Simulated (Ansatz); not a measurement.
# BH3NS radical: basis-set convergence

How large a basis does BH3NS radical need? Two functionals are run in growing sets.

Program: Ansatz 0.2.0, Gaussian basis. Level of theory: one geometry, several basis sets. These are calculated values, not measurements.

Levels to be run: PBE0-D4/def2-SVP; ωB97M-V/def2-SVP; PBE0-D4/def2-QZVPP; ωB97M-V/def2-QZVPP; the functionals' def2-TZVPP values are taken from earlier runs.

## 1. Structure used throughout

An earlier PBE0-D4 in a triple-zeta def2 set relaxation fixed the geometry.

6 atoms, charge 0, spin multiplicity 2.

Atoms are counted from 1 here; the program's logs count them from 0.

Bond lengths: N1–B2 1.380 Å, N1–H4 1.005 Å, N1–H5 1.010 Å, B2–S3 1.779 Å, S3–H6 1.355 Å. Angles: B2–N1–H4 122.5°, B2–N1–H5 124.0°, H4–N1–H5 113.6°, N1–B2–S3 132.0°, B2–S3–H6 100.0°.

## 2. PBE0-D4 in def2-SVP

in.yaml

```yaml
crystal:
  periodic: [false, false, false]
  atoms:
    - {symbol: N, position_ang: [-0.621185, 0.082972, -0.756714]}
    - {symbol: B, position_ang: [-0.538416, -0.445544, 0.515661]}
    - {symbol: S, position_ang: [0.781057, -0.475150, 1.709232]}
    - {symbol: H, position_ang: [-1.454166, 0.015996, -1.315640]}
    - {symbol: H, position_ang: [0.135537, 0.569192, -1.216584]}
    - {symbol: H, position_ang: [1.739172, 0.188535, 1.017845]}
basis:
  gaussian: {orbitals: def2-SVP}
magnetization: {spin_polarized: true, initial_magnetization: 1}
hamiltonian: {xc: pbe0, dispersion: d4}
output: {orbitals: {seedname: orbitals}}
```

The runs that follow: ωB97M-V in def2-SVP; PBE0-D4 in def2-QZVPP; ωB97M-V in def2-QZVPP.

Before running them: what should the planned runs give, taken together? Wanted: PBE0-D4: double and triple zeta above quadruple; ωB97M-V: double and triple zeta above quadruple.

The runs gave:

| quantity | value |
| --- | --- |
| PBE0-D4: double and triple zeta above quadruple | 6.73, 0.47 eV |
| ωB97M-V: double and triple zeta above quadruple | 6.79, 0.44 eV |

**Reading.** PBE0-D4 gains 6.27 eV from double to triple zeta, then 0.47 eV more. These are total energies; as a rule much of such shifts cancels in differences, which this series doesn't test. The LUMO of ωB97M-V is positive and keeps falling with the basis (0.61 to 0.10 eV): an unbound level that the basis holds in place.
